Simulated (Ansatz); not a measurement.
Density of states of RbVF3 (Pm-3m, a = 4.178 Å, b = 4.178 Å, c = 4.178 Å, α = 90.00°, β = 90.00°, γ = 90.00°), in states per eV and primitive cell, averaged over bins of 0.4 eV. The calculation used DFT r2SCAN, scalar-relativistic, plane waves, PAW in Ansatz 0.2.0.

Cutoff 500 eV; k points 8×8×8 on the computed 5-atom cell (Γ-centred); Gaussian smearing, width 0.02 eV; collinear spin from starting moments 0 2.5 0 0 0 μB.

The cell is relaxed at this level. The states (both spins) are summed by tetrahedra on a 12×12×12 mesh at the self-consistent density. Energies are bin centres; the table starts no lower than −8 eV and ends at 6 eV, or lower where the solved bands end.

The gap is 2.06 eV at this level, with the zero inside it.

```
E − E_F (eV) total F 2p down F 2p up V 3d down V 3d up Rb 5s down Rb 5s up V 4s up V 4s down
       -7.85   7.54       3.74     3.24       0.13     0.15        0.02      0.02     0.00       0.00
       -7.45  11.46       5.35     5.78       0.04     0.05        0.02      0.01     0.00       0.00
       -7.05   5.32       3.47     1.78       0.01     0.00        0.00      0.00     0.00       0.00
       -6.65   0.00       0.00     0.00       0.00     0.00        0.00      0.00     0.00       0.00
       -6.25   0.00       0.00     0.00       0.00     0.00        0.00      0.00     0.00       0.00
       -5.85   0.00       0.00     0.00       0.00     0.00        0.00      0.00     0.00       0.00
       -5.45   0.00       0.00     0.00       0.00     0.00        0.00      0.00     0.00       0.00
       -5.05   0.00       0.00     0.00       0.00     0.00        0.00      0.00     0.00       0.00
       -4.65   0.00       0.00     0.00       0.00     0.00        0.00      0.00     0.00       0.00
       -4.25   0.00       0.00     0.00       0.00     0.00        0.00      0.00     0.00       0.00
       -3.85   0.00       0.00     0.00       0.00     0.00        0.00      0.00     0.00       0.00
       -3.45   0.00       0.00     0.00       0.00     0.00        0.00      0.00     0.00       0.00
       -3.05   0.00       0.00     0.00       0.00     0.00        0.00      0.00     0.00       0.00
       -2.65   0.00       0.00     0.00       0.00     0.00        0.00      0.00     0.00       0.00
       -2.25   0.06       0.00     0.00       0.00     0.06        0.00      0.00     0.00       0.00
       -1.85   2.10       0.00     0.07       0.00     2.02        0.00      0.00     0.00       0.00
       -1.45   4.13       0.00     0.32       0.00     3.79        0.00      0.00     0.00       0.00
       -1.05   1.21       0.00     0.13       0.00     1.08        0.00      0.00     0.00       0.00
       -0.65   0.00       0.00     0.00       0.00     0.00        0.00      0.00     0.00       0.00
       -0.25   0.00       0.00     0.00       0.00     0.00        0.00      0.00     0.00       0.00
        0.15   0.00       0.00     0.00       0.00     0.00        0.00      0.00     0.00       0.00
        0.55   0.00       0.00     0.00       0.00     0.00        0.00      0.00     0.00       0.00
        0.95   0.22       0.00     0.00       0.00     0.21        0.00      0.00     0.00       0.00
        1.35   1.57       0.00     0.04       0.00     1.38        0.00      0.03     0.04       0.00
        1.75   1.15       0.00     0.06       0.01     0.87        0.02      0.05     0.05       0.00
        2.15   2.71       0.02     0.09       1.49     0.78        0.06      0.06     0.05       0.01
        2.55   6.20       0.17     0.12       4.72     0.67        0.08      0.08     0.04       0.06
        2.95   4.21       0.19     0.09       3.02     0.41        0.10      0.11     0.04       0.06
        3.35   1.62       0.10     0.02       0.96     0.01        0.13      0.16     0.05       0.06
        3.75   1.70       0.11     0.03       0.70     0.01        0.22      0.23     0.07       0.04
        4.15   2.17       0.08     0.04       0.38     0.02        0.26      0.25     0.17       0.04
        4.55   2.73       0.03     0.05       0.04     0.03        0.26      0.11     0.28       0.10
        4.95   4.03       0.05     0.07       0.07     0.04        0.16      0.29     0.39       0.26
        5.35   2.88       0.06     0.01       0.08     0.01        0.18      0.06     0.04       0.33
        5.75   1.07       0.01     0.00       0.02     0.00        0.03      0.03     0.01       0.05
```

The columns after the total are the main Löwdin projections on the occupied valence shells of the potentials; 6 others are left out. The rest of the total lies in those, in shells that are empty in the free atom, which aren't projected, and between the atoms.

The state reached may not be the lowest one. The cell holds one magnetic atom, so it can only be ferromagnetic; an antiferromagnetic order may lie lower.

Only this magnetic start was tried.

Symmetry holds off the tilts and polar distortions that many cubic perovskites undergo.

Cost: 1 run of about 1.2 core-minutes, on Arm Neoverse V2 (shared hosts).